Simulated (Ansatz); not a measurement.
This geometry of AlFH₃O (6 atoms, charge 0, multiplicity 2) is a first-order saddle point.

Theory: UKS B3LYP/def2-SVP in Ansatz 0.2.0.

```xyz
6
Properties=species:S:1:pos:R:3
Al 0.235 -0.346 0.943
F 0.054 -2.007 0.974
H 1.202 0.322 -0.120
H -1.277 0.471 0.347
O -0.121 0.551 2.377
H -0.607 0.208 3.137
```

Q: Which two structures does it join? (They come from a converged band through this point; their orientation in space is the band's.)

A: No bond is made or broken.

Image 0:

```xyz
6
Properties=species:S:1:pos:R:3
Al 0.319 -0.296 0.881
F 0.299 -1.965 0.950
H 1.297 0.447 -0.097
H -1.379 0.314 0.658
O -0.238 0.562 2.306
H -0.814 0.138 2.959
```

Image 8:

```xyz
6
Properties=species:S:1:pos:R:3
Al -0.027 -0.323 1.055
F 0.237 -1.970 1.004
H 0.881 0.574 -0.043
H -0.868 0.301 -0.265
O -0.339 0.491 2.510
H -0.398 0.127 3.397
```

Q: How far does it lie above each of them?

A: 0.019 eV above the first and 0.181 eV above the second. This is the barrier of this one path; another mechanism may lie lower.

Time of the run: 10 min on 1 thread of Arm Neoverse V1, with other jobs on the host, peak memory 0.15 GiB.
